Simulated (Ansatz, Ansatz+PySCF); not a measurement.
```xyz
3

N     0.0000    0.0000   -1.0987
N     0.0000    0.0000   -0.0628
O     0.0000    0.0000    1.0164
```

RHF on singlet N₂O was run in several spherical basis sets with Ansatz (development build ahead of 0.2.0). Caution for RHF: no unrestricted run beside it, a lower state can exist.

Question: Rank the basis sets by the total energy that they give, lowest first, with the distance from the lowest.
A. def2-SVP
B. cc-pVTZ
C. 6-31G(d)
D. def2-TZVP
E. 6-31G
F. cc-pVDZ
G. STO-3G

Answer: D (0.00 eV), B (0.25 eV), F (1.92 eV), C (2.57 eV), E (6.38 eV), A (6.40 eV), G (72.40 eV).

Totals follow the description of the cores as much as that of the bonds, so this order isn't one of quality for chemistry.
